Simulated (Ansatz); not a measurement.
Molecule: formaldehyde, CH₂O (charge 0, singlet). 
Structure (B3LYP-D3(BJ)/def2-TZVP (Ansatz, a first-principles code) minimum search):
SMILES: O=C
```xyz
4

O     -0.0009    -0.0102     0.6728
C      0.0007     0.0079    -0.5259
H     -0.0027     0.9554    -1.0993
H      0.0057    -0.9218    -1.1276
```

Basis-set convergence of Hartree-Fock and MP2 correlation energies (hartree) with Ansatz. Correlated levels leave the core frozen unless marked. No spin-orbit coupling. Non-relativistic.

| basis | functions | E(HF) | E(corr, MP2) |
|---|---|---|---|
| cc-pVDZ | 38 | -113.87664 | -0.31598 |
| cc-pVTZ | 88 | -113.91209 | -0.39487 |
| cc-pVQZ | 170 | -113.92111 | -0.42342 |

Extrapolating the two largest sets (X = 3 and 4) as X^-3: E(corr) = (64·(-0.42342) - 27·(-0.39487))/37 = -0.4443 Eh, an estimate of the basis-set limit. The largest set recovers 95.3 % of it, the smallest 71.1 %.
